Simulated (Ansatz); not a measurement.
in.yaml

```yaml
crystal:
  periodic: [false, false, false]
  atoms:
    - {symbol: B, position_ang: [0.000000, -0.641441, 0.112037]}
    - {symbol: O, position_ang: [0.000000, 0.293033, 1.012076]}
    - {symbol: N, position_ang: [0.000000, 0.081208, -1.152009]}
    - {symbol: H, position_ang: [0.000000, 1.100079, -1.258002]}
basis:
  gaussian: {orbitals: cc-pVDZ}
magnetization: {spin_polarized: true, initial_magnetization: 5}
hamiltonian: {xc: hf}
accuracy: high
output: {orbitals: {seedname: orbitals}}
```

```sh
$ ansatz run in.yaml --threads 1 --pin off --events-out ev --progress --plain --max-ram 2393MiB
```

The program prints:

```
1011 factors; integrals over basis functions are off by at most 3.1e-9 eV
mean field evaluation 1: about -4195.7472 eV, gradient 1.5e1 eV
mean field evaluation 2: about -4195.9332 eV, gradient 1.5e1 eV
mean field evaluation 4: about -4198.0999 eV, gradient 2.4e0 eV
mean field evaluation 8: about -4198.2734 eV, gradient 5.3e-1 eV
mean field evaluation 16: about -4198.2819 eV, gradient 2.1e-6 eV
mean field evaluation 32: about -4198.1823 eV, gradient 2.4e-1 eV
mean field evaluation 64: about -4187.8789 eV, gradient 2.1e1 eV
mean field evaluation 96: about -4190.9153 eV, gradient 2.6e1 eV
mean field evaluation 128: about -4198.0653 eV, gradient 4.8e-1 eV
mean field -4198.28193919 eV, -154.2840155675 hartree, gradient 6.1e-8 eV, S^2 8.771756; 3 other end points of the search recorded, 0 dependent functions left out
reference -4198.28193919 eV, -154.2840155675 hartree; 13, 8 occupied and 34, 39 virtual orbitals, 1011 factors
Total energy: -4198.28193919 eV, -154.2840155675 hartree
```

Ran on 1 thread of Arm Neoverse V1, shared host: 1.2 s wall, 0.15 GiB peak host memory.
